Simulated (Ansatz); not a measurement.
Species: HO, SMILES `[OH]` (charge 0, multiplicity 2).

Q: Give a relaxed geometry from r2SCAN-D4/def2-SVP in Ansatz (a quantum-chemistry and plane-wave program).

A: the end point of this relaxation (outside a Z-matrix the atoms follow the SMILES, hydrogens last).
Bonds (Å): O1–H2 0.978.
